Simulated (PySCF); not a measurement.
# State search for NaLi⁺

Unrestricted PBE0; basis Na aug-pcseg-1, Li aug-pcseg-1; no relativity; PySCF 2.14. Outer shells of the fragments: Na+ closed shells only; Li 2s1.

Followed along the bond (rough minima from three points):

```tsv
2Ms+1	unpaired	⟨S²⟩ at the start	R at minimum (Å)	Te (eV)
2	σ ↑	0.75	3.40	0.00
```

Solutions found at the starting distance of 2.960 Å, counted from the lowest of them; the search is not exhaustive and high or unbound solutions are not listed, so other states can lie among these:

```csv
2Ms+1,unpaired,term,E (eV),⟨S²⟩,⟨Lz²⟩,μ (D)
2,σ ↑,²Σ⁺,0.00,0.75,0.00,3.39
2,π ↑,²Π,2.90,0.75,1.00,1.01
```

A term symbol is given only where ⟨S²⟩ and ⟨Lz²⟩ are close to those of a pure state; real π, δ and φ orbitals otherwise mix terms. A positive dipole points towards Li; it is taken about the centre of mass and depends on that origin.

Counting both spins, an empty level lies below a filled one in some of these solutions, because spin and occupation are held.
